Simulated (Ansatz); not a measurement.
# Relaxing BaBe2

The calculation used Ansatz, DFT r2SCAN, scalar-relativistic, plane waves, PAW. Cutoff 500 eV, Γ-centred k mesh, Gaussian smearing, no spin polarisation in the final step.

BaBe2 was placed on the marcasite structure type (Pnnm, No. 58), with Ba in place of Fe, Be in place of S, at a guessed volume.

```
Ba Be
1.0
     4.69848    0.00000    0.00000
     0.00000    5.73446    0.00000
     0.00000    0.00000    3.57984
Ba Be
2 4
Direct
  0.00000 0.00000 0.00000
  0.50000 0.50000 0.50000
  0.20040 0.37870 0.00000
  0.79960 0.62130 0.00000
  0.70040 0.12130 0.50000
  0.29960 0.87870 0.50000
```

Cell and atoms relax at zero pressure; the relaxation can't lower the symmetry of the start. After a coarse first stage the cell is made exact in the group found at 0.06 Å.

The zero of energy is the elements' standard structures at the same level; no fitted shifts are applied.

Q: Describe the relaxed structure.

A: It ends in Immm (No. 71). Conventional cell: a = 3.160 Å, b = 5.057 Å, c = 8.442 Å. Around Ba lie 10 Be at 3.04–3.21 Å and 2 Ba at 3.16 Å; Be is coordinated by 1 Be at 2.37 Å.

```xyz
3
Lattice="-1.5799 2.5284 4.2212 1.5799 -2.5284 4.2212 1.5799 2.5284 -4.2212" Properties=species:S:1:pos:R:3 pbc="T T T"
Ba    0.0000    0.0000    0.0000
Be    0.0000    0.0000    3.0352
Be    0.0000    0.0000    5.4072
```

Q: What are its volume, energy, density and gap?

A: The volume per atom is 22.48 Å³, the density is 3.82 g/cm³ and the energy over the elements is 1.00 eV/atom. The gap on the 18×18×18 mesh is 0 eV (a metal).

The final run used a 18×18×18 mesh on its 3-atom cell and 0.10 eV smearing. For metals, differences of a few meV/atom aren't resolved. A structure relaxed within its symmetry needn't be a true minimum. The steps took roughly 5 core-minutes in all.